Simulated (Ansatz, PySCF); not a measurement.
This PySCF input computes a PBE0/def2-TZVPD energy:

```python
from pyscf import gto, scf, dft

mol = gto.M(
    atom='''
    C     0.04331652    0.08857560   -0.05016834
    O     0.28420037    1.16326135   -0.56413326
    O    -1.17571396   -0.20940703    0.47575220
    H    -1.73368907    0.57233750    0.34585940
    C     0.98613656   -0.99360220    0.07293969
    H     0.70810696   -1.92539382    0.54158403
    H     1.98097231   -0.84761866   -0.31702305
    ''',
    basis='def2-tzvpd',
    charge=0,
    spin=1,
    verbose=4,
)

mf = dft.UKS(mol, xc='pbe0').density_fit(auxbasis='def2-universal-jkfit')
mf.grids.level = 3
mf.conv_tol = 1e-9
mf.max_cycle = 100
mf.max_memory = 1500
mf.kernel()
if not mf.converged:
    mf = mf.newton()
    mf.kernel(mf.make_rdm1())
for _ in range(2):
    mo, _, stable, _ = mf.stability(return_status=True)
    if stable:
        break
    mf.kernel(mf.make_rdm1(mo, mf.mo_occ))
mf.analyze()
```

Write an input for the same energy in Ansatz (a first-principles code) and say what it gives.


Ansatz 0.2 input:
```yaml
crystal:
  periodic: [false, false, false]
  atoms:
    - {symbol: C, position_ang: [0.04331652, 0.08857560, -0.05016834]}
    - {symbol: O, position_ang: [0.28420037, 1.16326135, -0.56413326]}
    - {symbol: O, position_ang: [-1.17571396, -0.20940703, 0.47575220]}
    - {symbol: H, position_ang: [-1.73368907, 0.57233750, 0.34585940]}
    - {symbol: C, position_ang: [0.98613656, -0.99360220, 0.07293969]}
    - {symbol: H, position_ang: [0.70810696, -1.92539382, 0.54158403]}
    - {symbol: H, position_ang: [1.98097231, -0.84761866, -0.31702305]}
basis:
  gaussian:
    orbitals: def2-TZVPD
hamiltonian:
  xc: {name: PBE0}
magnetization: {spin_polarized: true, initial_magnetization: 1}
output: {forces: true}
```
It gives -228.26968 Eh, and PySCF -228.26972 Eh, a difference of 0.04 mEh, from the treatment of integrals and grids.

It need not be the lowest isomer of its formula.
